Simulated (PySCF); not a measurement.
Compound: diethyl ketone, C5H10O.
Cartesian coordinates in Å at the PBE0-D3(BJ)/def2-SVP level; atoms count from 1:
```xyz
16
C5H10O angstrom
C      2.4870    0.0750   -0.0088
C      1.1501    0.0555   -0.7222
C     -0.0384    0.0966    0.2162
O      0.0915    0.3198    1.3966
C     -1.3977   -0.1599   -0.4022
C     -2.5544    0.1588    0.5235
H      2.6082   -0.8149    0.6263
H      3.3201    0.1027   -0.7257
H      2.5614    0.9513    0.6502
H      1.0475    0.9258   -1.3967
H      1.0456   -0.8234   -1.3822
H     -1.4090   -1.2258   -0.6974
H     -1.4632    0.3949   -1.3543
H     -3.5168   -0.1117    0.0659
H     -2.5794    1.2307    0.7692
H     -2.4508   -0.3853    1.4726
```

Level: B3LYP/def2-SVPD in PySCF, non-relativistic, on one gas-phase PBE0-D3(BJ)/def2-SVP geometry that isn't relaxed in the solvent. The solvent is an IEF-PCM continuum (van der Waals radii × 1.2). The model holds no explicit solvent molecules, cavitation or dispersion.

Gas phase at B3LYP/def2-SVPD: HOMO -6.99 eV, LUMO -0.65 eV, dipole 2.81 D.

Task: What does the continuum do to the energy, the frontier levels and the dipole at B3LYP/def2-SVPD in chloroform?

Result: 
```
   solvent      ε  E(solvent) − E(gas) (kJ/mol)  polarisation term (kJ/mol)  distortion of the solute (kJ/mol)  HOMO (eV)  LUMO (eV)  dipole (D)
chloroform  4.711                        -15.03                      -17.75                               2.72      -7.05      -0.62        3.63
```

The first energy column is the sum of the next two and covers electrostatics alone.

Task: Which radius a makes the point-dipole formula ΔE = −[(ε − 1)/(2ε + 1)]·μ²/a³ give the value in chloroform, with the gas-phase dipole?

Result: μ = 1.106 au and |ΔE| = 0.00573 Eh give a = 2.24 Å; the farthest nucleus lies 3.45 Å from the centroid of the nuclei, so such a sphere wouldn't even hold the nuclei. The formula assumes a rigid point dipole at the centre of a sphere.

Task: Give the dipole vector in the frame of the coordinates (D, pointing from negative to positive charge), gas and chloroform.

Result: Gas (-0.30, -0.52, -2.75), solvent (-0.39, -0.68, -3.55). Its length changes by +29 % and its direction by less than 1°.

Task: How does the static polarisability (B3LYP/def2-SVPD, frozen core, with the continuum's full static response) change?

Result: 
```tsv
medium	isotropic (au)	principal values (au)	⟨r²⟩ of the electrons (bohr²)
gas	65.5	54.1, 65.7, 76.7	765.4
chloroform	79.6	67.1, 83.2, 88.6	765.2
```

The isotropic value in chloroform is 1.22 times the gas-phase one; no cavity-field correction is applied. ⟨r²⟩ is taken about the centre of nuclear charge.
